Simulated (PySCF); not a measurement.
A PySCF script (with the pyscf-properties extension) for the NMR shieldings of SMILES P=S, HPS, on a PBE0-D3(BJ)/def2-TZVP geometry:

```python
import basis_set_exchange as bse
import numpy as np
from pyscf import gto, dft
from pyscf.prop import nmr

atoms = """
P    -0.239539    0.676911    0.001668
S     1.392952   -0.334943   -0.020236
H    -1.237854   -0.365260   -0.022599
"""
names = dict.fromkeys(["P", "S", "H"], "pcSseg-2")
basis = {el: gto.basis.parse(bse.get_basis(n, elements=[el], fmt="nwchem")) for el, n in names.items()}
mol = gto.M(atom=atoms, basis=basis, charge=0, verbose=0)
mf = dft.RKS(mol, xc="PBE0")
mf.grids.level = 2
mf.grids.alignment = dft.numint.BLKSIZE   # the property module wants whole blocks of grid points
mf.conv_tol = 1e-9
mf.kernel()

calc = nmr.RKS(mf)   # GIAO
C = mf.mo_coeff
Co = C[:, mf.mo_occ > 0]
resp = mf.gen_response(singlet=True, hermi=2)
def vind(x):   # induced exchange potential for any number of trial vectors
    d = np.einsum("pi,xij,qj->xpq", C, 2 * x.reshape(-1, C.shape[1], Co.shape[1]), Co, optimize=True)
    return np.einsum("xpq,pi,qj->xij", resp(d - d.transpose(0, 2, 1)), C, Co, optimize=True).ravel()
mo1, _ = nmr.rhf.solve_mo1(calc, with_cphf=vind)
sigma = calc.kernel(mo1)
for i, s in enumerate(sigma):   # ppm
    w = np.linalg.eigvalsh((s + s.T) / 2)
    print("%2d %-2s iso %8.1f  s11 %8.1f  s22 %8.1f  s33 %8.1f" % (i, mol.atom_pure_symbol(i), w.mean(), *w))
```

Q: What does it print?

A: 
```
 0 P  iso   -743.0  s11  -2183.3  s22   -383.9  s33    338.1
 1 S  iso  -1607.1  s11  -4570.2  s22  -1264.9  s33   1013.9
 2 H  iso     15.3  s11      9.5  s22     16.5  s33     19.8
```

These numbers come from an equivalent density-fitted implementation of the same equations, which agrees with the script to about 0.01 ppm for H and up to a few tenths of a ppm for heavy atoms, so last digits may differ.

Q: Turn these shieldings into chemical shifts. δ = σ(ref) − σ, references computed at the same level: $^{31}$P (310.75 ppm) against H3PO4; CS2 for $^{33}$S (512.98 ppm); $^{1}$H (31.52 ppm) against TMS.

A: Averaging equivalent atoms: P 0: 1053.8; S 1: 2120; H 2: 16.25 ppm. Experimental scales use liquid or dissolved standards, which lie at an offset from isolated H3PO4.

Size and cost of the density-fitted run: 100 basis functions, 6.9 s wall time on 1 thread of an Arm Neoverse N1, shared host; peak memory 0.35 GiB.
